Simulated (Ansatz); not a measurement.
Molecular dynamics of BClH$_{3}$N

The input (input.yaml):

```yaml
crystal:
  periodic: [false, false, false]
  atoms:
    - { symbol: B, position_ang: [0.039379, 0.377626, -0.63204] }
    - { symbol: Cl, position_ang: [1.224462, -0.396559, 1.696562] }
    - { symbol: H, position_ang: [1.101141, 0.290232, 0.301511] }
    - { symbol: "N", position_ang: [-1.241476, 0.01036, -0.859106] }
    - { symbol: H, position_ang: [-1.754923, -0.536555, -0.19037] }
    - { symbol: H, position_ang: [-1.746683, 0.254896, -1.689558] }
basis:
  gaussian: { orbitals: def2-SVP }
hamiltonian:
  xc: hf
md:
  timestep: 0.5
  n_steps: 200
  ensemble: nve
  temperature: 300.0
  initial_velocities: maxwell_boltzmann
  seed: 4227
```

Launched with:

```bash
$ ansatz run input.yaml --threads 1 --pin off --max-ram 2048MiB --backend cpu --events-out ev --progress --plain --runs-dir out
```

It starts at the highest image of a converged band. Of that band: Neighbouring images differ by up to 2.4 eV, so the band resolves the path poorly. A vibrational analysis at the climbing image gives one clearly imaginary mode, 1212i cm⁻¹: a first-order saddle point.

Output, in part (one step line in 7, the closing report, with atoms numbered from 0):

```
md step     0: t =     0.00 fs  T =   300.0 K  F+E_penalty+E_count = -14697.05464319 eV  E_kin = 0.155112 eV  conserved = -14696.89953119 eV  (29 SCF iters)
md step     7: t =     3.50 fs  T =   264.0 K  F+E_penalty+E_count = -14697.03584145 eV  E_kin = 0.136515 eV  conserved = -14696.89932622 eV  (25 SCF iters)
md step    14: t =     7.00 fs  T =   229.1 K  F+E_penalty+E_count = -14697.01762963 eV  E_kin = 0.118469 eV  conserved = -14696.89916099 eV  (25 SCF iters)
md step    21: t =    10.50 fs  T =   210.2 K  F+E_penalty+E_count = -14697.00790600 eV  E_kin = 0.108692 eV  conserved = -14696.89921445 eV  (24 SCF iters)
md step    28: t =    14.00 fs  T =   218.9 K  F+E_penalty+E_count = -14697.01248657 eV  E_kin = 0.113168 eV  conserved = -14696.89931822 eV  (26 SCF iters)
md step    35: t =    17.50 fs  T =   392.7 K  F+E_penalty+E_count = -14697.10217748 eV  E_kin = 0.203037 eV  conserved = -14696.89914033 eV  (27 SCF iters)
md step    42: t =    21.00 fs  T =  1108.8 K  F+E_penalty+E_count = -14697.47176630 eV  E_kin = 0.573295 eV  conserved = -14696.89847154 eV  (27 SCF iters)
md step    49: t =    24.50 fs  T =  2983.4 K  F+E_penalty+E_count = -14698.44367218 eV  E_kin = 1.542532 eV  conserved = -14696.90114042 eV  (27 SCF iters)
md step    56: t =    28.00 fs  T =  3953.3 K  F+E_penalty+E_count = -14698.94575521 eV  E_kin = 2.044012 eV  conserved = -14696.90174279 eV  (28 SCF iters)
md step    63: t =    31.50 fs  T =  3865.5 K  F+E_penalty+E_count = -14698.89975427 eV  E_kin = 1.998640 eV  conserved = -14696.90111399 eV  (29 SCF iters)
md step    70: t =    35.00 fs  T =  3656.1 K  F+E_penalty+E_count = -14698.79209938 eV  E_kin = 1.890336 eV  conserved = -14696.90176370 eV  (28 SCF iters)
md step    77: t =    38.50 fs  T =  3401.3 K  F+E_penalty+E_count = -14698.65532412 eV  E_kin = 1.758628 eV  conserved = -14696.89669582 eV  (27 SCF iters)
md step    84: t =    42.00 fs  T =  6899.3 K  F+E_penalty+E_count = -14700.47405162 eV  E_kin = 3.567188 eV  conserved = -14696.90686339 eV  (26 SCF iters)
md step    91: t =    45.50 fs  T =  6462.0 K  F+E_penalty+E_count = -14700.24228771 eV  E_kin = 3.341114 eV  conserved = -14696.90117394 eV  (22 SCF iters)
md step    98: t =    49.00 fs  T =  5236.0 K  F+E_penalty+E_count = -14699.60954550 eV  E_kin = 2.707201 eV  conserved = -14696.90234456 eV  (24 SCF iters)
md step   105: t =    52.50 fs  T =  2551.6 K  F+E_penalty+E_count = -14698.22336652 eV  E_kin = 1.319289 eV  conserved = -14696.90407801 eV  (24 SCF iters)
md step   112: t =    56.00 fs  T =  3436.4 K  F+E_penalty+E_count = -14698.68399491 eV  E_kin = 1.776772 eV  conserved = -14696.90722269 eV  (28 SCF iters)
md step   119: t =    59.50 fs  T =  5544.7 K  F+E_penalty+E_count = -14699.76869158 eV  E_kin = 2.866822 eV  conserved = -14696.90186916 eV  (25 SCF iters)
md step   126: t =    63.00 fs  T =  6041.4 K  F+E_penalty+E_count = -14700.02455067 eV  E_kin = 3.123656 eV  conserved = -14696.90089493 eV  (24 SCF iters)
md step   133: t =    66.50 fs  T =  5388.1 K  F+E_penalty+E_count = -14699.69035668 eV  E_kin = 2.785849 eV  conserved = -14696.90450753 eV  (27 SCF iters)
md step   140: t =    70.00 fs  T =  3689.6 K  F+E_penalty+E_count = -14698.81103389 eV  E_kin = 1.907694 eV  conserved = -14696.90334033 eV  (30 SCF iters)
md step   147: t =    73.50 fs  T =  2335.9 K  F+E_penalty+E_count = -14698.10658625 eV  E_kin = 1.207764 eV  conserved = -14696.89882217 eV  (30 SCF iters)
md step   154: t =    77.00 fs  T =  2613.2 K  F+E_penalty+E_count = -14698.25245080 eV  E_kin = 1.351105 eV  conserved = -14696.90134613 eV  (30 SCF iters)
md step   161: t =    80.50 fs  T =  2370.0 K  F+E_penalty+E_count = -14698.12235660 eV  E_kin = 1.225375 eV  conserved = -14696.89698170 eV  (29 SCF iters)
md step   168: t =    84.00 fs  T =  2280.5 K  F+E_penalty+E_count = -14698.07953339 eV  E_kin = 1.179110 eV  conserved = -14696.90042379 eV  (30 SCF iters)
md step   175: t =    87.50 fs  T =  2276.3 K  F+E_penalty+E_count = -14698.07595511 eV  E_kin = 1.176922 eV  conserved = -14696.89903340 eV  (29 SCF iters)
md step   182: t =    91.00 fs  T =  3057.8 K  F+E_penalty+E_count = -14698.48352691 eV  E_kin = 1.581007 eV  conserved = -14696.90251942 eV  (27 SCF iters)
md step   189: t =    94.50 fs  T =  3894.8 K  F+E_penalty+E_count = -14698.91954766 eV  E_kin = 2.013766 eV  conserved = -14696.90578193 eV  (27 SCF iters)
md step   196: t =    98.00 fs  T =  3244.4 K  F+E_penalty+E_count = -14698.57572382 eV  E_kin = 1.677491 eV  conserved = -14696.89823320 eV  (27 SCF iters)
md step   200: t =   100.00 fs  T =  3859.8 K  F+E_penalty+E_count = -14698.89531505 eV  E_kin = 1.995666 eV  conserved = -14696.89964894 eV  (29 SCF iters)
Total energy: -14698.89531505 eV, -540.1744395588 hartree
Atom 0 at     0.237541     0.222080    -0.368452 Å, force     3.413929     2.667658    -0.663654 eV/Å
Atom 1 at     1.083682    -0.405884     1.607646 Å, force    -1.920239     0.629988    -3.011513 eV/Å
Atom 2 at     1.249795     0.918033    -0.886134 Å, force    -2.139073    -1.721273     0.902442 eV/Å
Atom 3 at    -1.074636     0.115347    -0.788499 Å, force     1.017232    -2.614404     4.413025 eV/Å
Atom 4 at    -1.302508    -0.451569     0.064648 Å, force    -1.324932     0.558930    -1.283825 eV/Å
Atom 5 at    -1.840222     0.079284    -1.437792 Å, force     0.953083     0.479101    -0.356475 eV/Å
Dipole moment:    -0.780259    -0.006029    -0.708504 e Å
```

The run went to its last step. The conserved energy stayed within 1.6 meV per atom of its start (net change -0.02 meV per atom), so the integration is sound. The kinetic energy rose, since the run started high on the potential surface and went downhill. A run of 0.1 ps of so small a system gives no equilibrium averages. The orbitals stay closed-shell, which can raise the energy where a bond breaks towards radicals; this wasn't checked here.

Between its relaxed ends the band would form Cl2–H3 and break B1–Cl2, B1–H3. These pairs go: Cl2–H3 1.56 → 2.83 Å, B1–Cl2 2.73 → 2.24 Å, B1–H3 1.42 → 1.33 Å. In the last frame they stand as before the step (other bonds may differ from the relaxed reactants and products). These pairs come and go: their bonding changes 10 times, last at 98 of 100 fs, so the outcome isn't settled. It ends as one piece, BClH3N. Pairs count as bonded within 1.25 times the sum of covalent radii (0.12 Å more for H–H).

Last frame:

```xyz
6
Properties=species:S:1:pos:R:3
B 0.237 0.222 -0.368
Cl 1.084 -0.406 1.608
H 1.250 0.918 -0.886
N -1.075 0.115 -0.788
H -1.302 -0.452 0.065
H -1.840 0.079 -1.438
```

The run took 2.4 min on 1 thread of Intel(R) Xeon(R) Platinum 8259CL CPU @ 2.50GHz (Skylake/Cascade Lake) (shared host), peak memory 0.12 GiB.
